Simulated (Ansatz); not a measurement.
# C₂H₅Mg radical: a ladder of functionals and wavefunction methods

An exercise on one series of results from a longer session: the logs are not shown, and one member is left open.

Computed with Ansatz 0.2.0, Gaussian basis. Level: functionals in def2-TZVPP, the program's frozen cores in correlated methods.

Plan: LDA (SPW92), PBE-D4, revPBE-D4, BLYP-D4, r2SCAN-D4, B97M-V, PBE0-D4, B3LYP-D4, r2SCANh-D4, r2SCAN0-D4, HSE06-D4, BHLYP-D4, CAM-B3LYP-D4, LC-ωPBE, ωB97X-V, ωB97M-V, B2PLYP, PBE-QIDH; CCSD(T)/def2-SVP; CCSD(T)/def2-TZVPP; MP2/def2-QZVPP; extrapolation to the limit; RPA on PBE.

### The relaxed structure

An earlier PBE0-D4 in a triple-zeta def2 set relaxation fixed the geometry.

8 atoms, charge 0, spin multiplicity 2.

Atoms are counted from 1 here; the program's logs count them from 0.

Bond lengths: C1–C2 1.523 Å, C1–H4 1.098 Å, C1–H5 1.094 Å, C1–H6 1.094 Å, C2–Mg3 2.144 Å, C2–H7 1.097 Å, C2–H8 1.097 Å. Angles: C2–C1–H4 112.4°, C2–C1–H5 112.1°, C2–C1–H6 112.1°, H4–C1–H5 106.6°, H4–C1–H6 106.6°, H5–C1–H6 106.7°, C1–C2–Mg3 115.2°, C1–C2–H7 111.1°, C1–C2–H8 111.1°, Mg3–C2–H7 106.2°, Mg3–C2–H8 106.2°, H7–C2–H8 106.5°.

Set-up of the first run:

File in.yaml:

```yaml
crystal:
  periodic: [false, false, false]
  atoms:
    - {symbol: C, position_ang: [-0.503984, 0.584121, -0.268406]}
    - {symbol: C, position_ang: [0.312130, -0.638351, 0.131853]}
    - {symbol: Mg, position_ang: [2.136015, -0.216764, 1.176120]}
    - {symbol: H, position_ang: [-1.426420, 0.315790, -0.799205]}
    - {symbol: H, position_ang: [0.054631, 1.252438, -0.930983]}
    - {symbol: H, position_ang: [-0.804663, 1.179738, 0.599082]}
    - {symbol: H, position_ang: [0.591980, -1.230744, -0.747392]}
    - {symbol: H, position_ang: [-0.267488, -1.303428, 0.783030]}
basis:
  gaussian: {orbitals: def2-TZVPP}
magnetization: {spin_polarized: true, initial_magnetization: 1}
hamiltonian: {xc: lda}
output: {orbitals: {seedname: orbitals}}
```

Steps of the session up to this table: LDA; PBE-D4 (GGA); revPBE-D4 (GGA); BLYP-D4 (GGA); r2SCAN-D4 (meta-GGA); B97M-V (meta-GGA); PBE0-D4 (hybrid); B3LYP-D4 (hybrid); r2SCANh-D4 (hybrid); r2SCAN0-D4 (hybrid); HSE06-D4 (hybrid); BHLYP-D4 (hybrid); CAM-B3LYP-D4 (range-separated); LC-ωPBE-D4 (range-separated; the results give it without D4); ωB97X-V (range-separated); ωB97M-V (range-separated); B2PLYP (double hybrid); PBE-QIDH (double hybrid).

One of the session's tables, all rows but one given; the rest of the session is left out.

It belongs to the step «Frontier levels by functional». 

```
  functional  HOMO (eV)  LUMO (eV)  gap (eV)
 LDA (SPW92)      -3.79      -2.94      0.85
      PBE-D4      -3.78      -2.70      1.09
   revPBE-D4      -3.77      -2.62      1.15
     BLYP-D4      -3.60      -2.72      0.88
   r2SCAN-D4      -4.01      -2.31      1.70
      B97M-V      -3.75      -3.03      0.72
     PBE0-D4      -4.64      -1.99      2.65
    B3LYP-D4          ?          ?         ?
  r2SCANh-D4      -4.32      -2.09      2.23
  r2SCAN0-D4      -4.79      -1.80      3.00
    HSE06-D4      -4.25      -2.35      1.90
    BHLYP-D4      -5.31      -1.45      3.86
CAM-B3LYP-D4      -5.69      -1.31      4.38
     LC-ωPBE      -6.88      -0.24      6.64
     ωB97X-V      -6.50      -0.46      6.04
     ωB97M-V      -6.14      -0.64      5.50
```

**Question.** Estimate the row for B3LYP-D4.

Worked estimate for «HOMO (eV)». Against the share of exact exchange, BLYP-D4 (0, -3.60), BHLYP-D4 (0.5, -5.31) give a slope of -3.42 per unit share; at 0.2 the line stands at -4.28.

As computed: HOMO (eV): -4.43; LUMO (eV): -2.33; gap (eV): 2.10. In «HOMO (eV)» the line misses by +0.15.
